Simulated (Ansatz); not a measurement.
The input, for Ansatz 0.2.0:

```yaml
crystal:
  periodic: [false, false, false]
  atoms:
    - {symbol: Si, position_ang: [0.000000, 0.000000, 0.000000]}
    - {symbol: As, position_ang: [0.000000, 0.000000, 3.224000]}
basis:
  gaussian: {orbitals: 6-31G}
total_charge: 1
magnetization: {spin_polarized: true, initial_magnetization: 0}
hamiltonian: {xc: hf}
accuracy: high
scf: {lower_state_search: light}
output: {forces: true, orbitals: {seedname: orbitals}}
```

```sh
$ ansatz run in.yaml --threads 1 --pin off --events-out ev --progress --plain --max-ram 2393MiB
```

Log:

```
653 factors; integrals over basis functions are off by at most 3.9e-9 eV
mean field evaluation 1: about -68632.7294 eV, gradient 1.4e1 eV
mean field evaluation 2: about -68632.7449 eV, gradient 1.4e1 eV
mean field evaluation 4: about -68635.4768 eV, gradient 1.7e0 eV
mean field evaluation 8: about -68635.7353 eV, gradient 8.0e-1 eV
mean field evaluation 16: about -68635.8274 eV, gradient 9.5e-9 eV
mean field evaluation 32: about -68637.0242 eV, gradient 1.8e-2 eV
mean field evaluation 64: about -68637.8244 eV, gradient 4.7e-8 eV
mean field evaluation 96: about -68637.6260 eV, gradient 1.2e0 eV
mean field evaluation 128: about -68636.4111 eV, gradient 1.1e-5 eV
mean field evaluation 160: about -68636.9052 eV, gradient 7.6e0 eV
mean field evaluation 192: about -68637.7762 eV, gradient 2.1e-1 eV
mean field evaluation 224: about -68637.7483 eV, gradient 2.4e-1 eV
mean field evaluation 256: about -68637.2462 eV, gradient 4.6e-1 eV
mean field evaluation 288: about -68637.1871 eV, gradient 6.0e-1 eV
mean field evaluation 320: about -68637.0237 eV, gradient 1.8e-1 eV
mean field evaluation 352: about -68637.0910 eV, gradient 3.6e0 eV
mean field evaluation 384: about -68637.3416 eV, gradient 3.6e-1 eV
mean field evaluation 416: about -68637.3499 eV, gradient 7.3e-2 eV
mean field evaluation 448: about -68637.8066 eV, gradient 4.6e-1 eV
mean field evaluation 480: about -68637.7133 eV, gradient 1.6e0 eV
mean field evaluation 512: about -68635.9880 eV, gradient 2.6e0 eV
mean field evaluation 544: about -68634.4604 eV, gradient 3.5e-1 eV
mean field evaluation 576: about -68635.7353 eV, gradient 8.1e-1 eV
mean field evaluation 608: about -68635.6940 eV, gradient 4.7e0 eV
mean field evaluation 640: about -68633.7781 eV, gradient 1.0e1 eV
mean field evaluation 672: about -68637.7749 eV, gradient 4.3e-1 eV
mean field -68637.82438771 eV, -2522.3935218601 hartree, gradient 2.7e-8 eV, S^2 2.005457; 19 other end points of the search recorded, 0 dependent functions left out
the calculation of the forces begins
reference -68637.82438771 eV, -2522.3935218601 hartree; 23, 23 occupied and 19, 19 virtual orbitals, 653 factors
Total energy: -68637.82438771 eV, -2522.3935218601 hartree
Atom 0 at     0.000000     0.000000     0.000000 Å, force     0.000000     0.000000     0.623199 eV/Å
Atom 1 at     0.000000     0.000000     3.224000 Å, force     0.000000     0.000000    -0.623199 eV/Å
Dipole moment:     0.000000    -0.000000    -0.926876 e Å
```

Forces (eV/Å):
```
Si   0.000  0.000  0.623
As   0.000  0.000 -0.623
```

Ran on 1 thread of Intel Xeon Platinum 8488C, shared host: 7 s wall, 0.19 GiB peak host memory.
